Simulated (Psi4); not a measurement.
# BH5O (B(H2O)H3): a chain of runs

We compute a structure relaxation (PBEh-3c/def2-mSVP), then vibrational wavenumbers, then the energy (MP2/def2-TZVPP) of BH5O (B(H2O)H3). 

The calculation is run with Psi4 1.11.

## (1) The molecule

BH5O has 7 atoms, charge 0, and is taken as a singlet. SMILES: `[H]B([H])([H])<-O`. The coordinates come from a GFN2-xTB relaxation. The run starts from this shape.

Bond lengths: B1–O2 1.700 Å, O2–H3 0.963 Å, O2–H4 0.962 Å, B1–H5 1.182 Å, B1–H6 1.191 Å, B1–H7 1.182 Å. Angles: B1–O2–H3 102.2°, B1–O2–H4 102.2°, O2–B1–H5 103.7°, O2–B1–H6 104.3°, O2–B1–H7 103.7°, H3–O2–H4 109.6°, H5–B1–H6 114.2°, H5–B1–H7 114.8°, H6–B1–H7 114.2°.

## (2) A geometry optimisation at PBEh-3c/def2-mSVP (density fitting) (run 1)

Input file job.in:

```
memory 1600 mb

molecule {
  0 1
  B      0.12812343    -0.21106351    -1.26401891
  O      0.19052219    -0.27710944     1.94779741
  H     -1.57992442    -0.26947495     2.36686307
  H      0.91901161     1.33964575     2.35229329
  H      2.28679538    -0.12950293    -1.83358236
  H     -1.02850234     1.65602369    -1.75780434
  H     -0.91600694    -2.10849972    -1.81152926
  units au
}

set {
  reference rks
  geom_maxiter 60
}

result = opt('pbeh-3c')
print_variables()
```

Started as:

```console
$ psi4 -n 1 job.in job.out
```

job.out:

```text
[...]
  Running in c1 symmetry.
[...]
  Nuclear repulsion =   38.322877333990242
[...]
  Multiplicity = 1
[...]
  Nalpha       = 9
  Nbeta        = 9
[...]
    Number of basis functions: 40
[...]
   @DF-RKS iter   1:  -102.72576401498007   -4.74111e-01   1.07907e-02 ADIIS/DIIS
[...]
   @DF-RKS iter   6:  -102.82582746022588   -1.33582e-12   5.08448e-09 DIIS
[...]
    Orbital Energies [Eh]
    ---------------------
    Doubly Occupied:
       1A    -19.593566     2A     -6.916951     3A     -1.218525
       4A     -0.691420     5A     -0.618460     6A     -0.517249
       7A     -0.446583     8A     -0.341657     9A     -0.334344
[...]
  @DF-RKS Final Energy:  -102.82582746022588
   => Energetics <=
    Nuclear Repulsion Energy =             37.8556396785139526
    One-Electron Energy =                -214.0445902995685401
    Two-Electron Energy =                  81.8224719725846512
    DFT Exchange-Correlation Energy =      -8.4684028390165054
    Empirical Dispersion Energy =           0.0090540272605493
    VV10 Nonlocal Energy =                  0.0000000000000000
    Total Energy =                       -102.8258274602258808
[...]
  -Total Gradient:
     Atom            X                  Y                   Z
    ------   -----------------  -----------------  -----------------
       1       -0.000005065255     0.000010988693    -0.000192425025
       2        0.000018163485    -0.000017954683     0.000173126208
       3       -0.000000855627     0.000005516163    -0.000022675885
       4       -0.000006890843     0.000000967722    -0.000014706262
       5       -0.000009074260     0.000002669697     0.000017300332
       6        0.000006328240    -0.000012413821     0.000021420587
       7       -0.000001361542     0.000008239216     0.000019225952
[...]
```

The script printed:

```text
Optimizer: Optimization complete!
```

Wall time 20 s (1 thread of AMD EPYC 7R43 (Zen 3), shared host); peak memory 0.42 GiB.

The path in brief:

```csv
step,energy from the first frame kept (eV),largest force (eV/Å)
0,0.0000,0.5189
1,-0.0370,0.1502
2,-0.0418,0.0935
3,-0.0431,0.0408
4,-0.0432,0.0133
5,-0.0432,0.0099
```

After the run. Bond lengths: B1–O2 1.721 Å, O2–H3 0.964 Å, O2–H4 0.964 Å, B1–H5 1.202 Å, B1–H6 1.209 Å, B1–H7 1.202 Å. Angles: B1–O2–H3 108.0°, B1–O2–H4 108.0°, O2–B1–H5 102.5°, O2–B1–H6 103.7°, O2–B1–H7 102.5°, H3–O2–H4 107.2°, H5–B1–H6 115.0°, H5–B1–H7 115.5°, H6–B1–H7 115.0°.

## (3) Vibrational wavenumbers at PBEh-3c/def2-mSVP (density fitting) (run 2)

Input file calc.in:

```
memory 1600 mb

molecule geom {
  0 1
  B      0.073826    -0.119091    -0.687997
  O      0.093162    -0.137785     1.033230
  H     -0.819781    -0.138441     1.341816
  H      0.495822     0.683649     1.336217
  H      1.243695    -0.074855    -0.961126
  H     -0.551200     0.880103    -0.956396
  H     -0.481431    -1.151802    -0.953287
  symmetry c1
}

set t 298.15
set rotational_symmetry_number 1

result = frequencies('pbeh-3c')
```

Started as:

```console
$ psi4 -i calc.in -o calc.out -n 1
```

calc.out:

```text
[...]
  Running in c1 symmetry.
[...]
  Nuclear repulsion =   37.855638992972530
[...]
  Multiplicity = 1
[...]
  Nalpha       = 9
  Nbeta        = 9
[...]
    Number of basis functions: 40
[...]
   @DF-RKS iter   1:  -102.72782449225970   -5.15200e-01   1.08446e-02 DIIS/ADIIS
[...]
   @DF-RKS iter  10:  -102.82582693051387   -2.84217e-14   2.16830e-09 DIIS
[...]
  @DF-RKS Final Energy:  -102.82582693051387
   => Energetics <=
    Nuclear Repulsion Energy =             37.8556621631325925
    One-Electron Energy =                -214.0447227158554711
    Two-Electron Energy =                  81.8225878893188820
    DFT Exchange-Correlation Energy =      -8.4684080269346058
    Empirical Dispersion Energy =           0.0090537598247441
    VV10 Nonlocal Energy =                  0.0000000000000000
    Total Energy =                       -102.8258269305138697
[...]
  -Total Gradient:
     Atom            X                  Y                   Z
    ------   -----------------  -----------------  -----------------
       1       -0.000013422049     0.000200584865    -0.000192527713
       2        0.000022066052     0.000115145307     0.000139545217
       3       -0.000005147760     0.000002998120    -0.000022640964
       4       -0.000004894942     0.000004452111     0.000012210935
       5       -0.000007336784    -0.000025824505     0.000019311216
       6        0.000080340783    -0.000154504807     0.000169404015
       7       -0.000070267196    -0.000144902806    -0.000123822184
[...]
  ==> Harmonic Vibrational Analysis <==
[...]
  Freq [cm^-1]                 192.1407            465.4601            645.0297
[...]
  Freq [cm^-1]                 669.2550            968.4647           1044.1156
[...]
  Freq [cm^-1]                1190.1700           1207.5959           1213.5926
[...]
```

The script printed:

```text
Warning: used thermodynamics relations inappropriate for low-frequency modes: ['192.1407' '465.4601']
```

Run time: 2.1 min. Hardware: 1 thread of AMD EPYC 7R43 (Zen 3), shared host; peak memory 0.4 GiB.

## (4) The energy at MP2/def2-TZVPP (density fitting, density fitting for correlation) (run 3)

Input file job.dat:

```
memory 1.6 GB

molecule {
  0 1
  B
  O 1 R2
  H 2 R3 1 A3
  H 2 R4 3 A4 1 D4
  H 1 R5 2 A5 4 D5
  H 1 R6 5 A6 2 D6
  H 1 R7 5 A7 6 D7

  R2 = 1.721437
  R3 = 0.963686
  A3 = 108.0316
  R4 = 0.963686
  A4 = 107.20166
  D4 = 116.22125
  R5 = 1.202144
  A5 = 102.51191
  D5 = 62.1473
  R6 = 1.208753
  A6 = 114.98199
  D6 = 111.77706
  R7 = 1.202157
  A7 = 115.52824
  D7 = 137.62837
}

set num_frozen_docc 2

energy_value, wavefunction = energy("mp2/def2-TZVPP", return_wfn=True)
```

Started as:

```console
$ psi4 job.dat job.out -n 1
```

job.out:

```text
[...]
  Running in c1 symmetry.
[...]
  Nuclear repulsion =   37.855637728423211
[...]
  Multiplicity = 1
[...]
  Nalpha       = 9
  Nbeta        = 9
[...]
    Number of basis functions: 132
[...]
   @DF-RHF iter   1:  -102.39677706452134   -7.29772e-01   2.83346e-03 ADIIS/DIIS
[...]
   @DF-RHF iter  10:  -102.47292520349821   -2.77822e-11   9.54921e-09 DIIS
[...]
    Orbital Energies [Eh]
    ---------------------
    Doubly Occupied:
       1A    -20.658085     2A     -7.557433     3A     -1.450692
       4A     -0.811519     5A     -0.752421     6A     -0.653016
       7A     -0.565060     8A     -0.438834     9A     -0.431924
[...]
  @DF-RHF Final Energy:  -102.47292520349821
   => Energetics <=
    Nuclear Repulsion Energy =             37.8556377284232113
    One-Electron Energy =                -214.0191544549928153
    Two-Electron Energy =                  73.6905915230714044
    Total Energy =                       -102.4729252034982068
[...]
 Multipole Moments:
 ------------------------------------------------------------------------------------
     Multipole            Electronic (a.u.)      Nuclear  (a.u.)        Total (a.u.)
 ------------------------------------------------------------------------------------
 L = 1.  Multiply by 2.5417464519 to convert [e a0] to [Debye]
 Dipole X            :          0.1177940           -0.6787016           -0.5609076
 Dipole Y            :          0.0742726           -0.4270023           -0.3527297
 Dipole Z            :          2.1441351           -0.5536399            1.5904952
 Magnitude           :                                                    1.7229947
[...]
```

Run time: 2.4 s. Hardware: 1 thread of AMD EPYC 7R43 (Zen 3), shared host; peak memory 0.23 GiB.

## (5) What came out

| quantity | value |
| --- | --- |
| run 1, PBEh-3c/def2-mSVP: total energy at the end | -102.82583 Eh |
| run 1, PBEh-3c/def2-mSVP: dipole moment | 4.67 D |
| run 1, PBEh-3c/def2-mSVP: HOMO energy | -9.10 eV |
| run 1, PBEh-3c/def2-mSVP: LUMO energy | 1.49 eV |
| run 1, PBEh-3c/def2-mSVP: HOMO–LUMO gap | 10.59 eV |
| run 2, PBEh-3c/def2-mSVP: lowest harmonic wavenumber | 192 cm⁻¹ |
| run 2, PBEh-3c/def2-mSVP: highest harmonic wavenumber | 3976 cm⁻¹ |
| run 2, PBEh-3c/def2-mSVP: zero-point energy | 149.3 kJ/mol |
| run 2, PBEh-3c/def2-mSVP: ideal-gas entropy at 298.15 K (symmetry number 1 as used) | 60.4 cal/(mol K) |
| run 3, MP2/def2-TZVPP: total energy | -102.86272 Eh |
| run 3, MP2/def2-TZVPP: HOMO energy (Hartree–Fock orbitals) | -11.75 eV |
| run 3, MP2/def2-TZVPP: LUMO energy (Hartree–Fock orbitals) | 2.45 eV |
| run 3, MP2/def2-TZVPP: HOMO–LUMO gap (Hartree–Fock orbitals) | 14.20 eV |
| run 3, MP2/def2-TZVPP: correlation energy (2 core orbitals frozen) | -389.8 mEh |

What this shows: The optimisation (run 1, PBEh-3c/def2-mSVP) took 6 steps and changed the energy by -0.043 eV. All 15 modes (run 2, PBEh-3c/def2-mSVP) are real, so the shape is a minimum at this level.
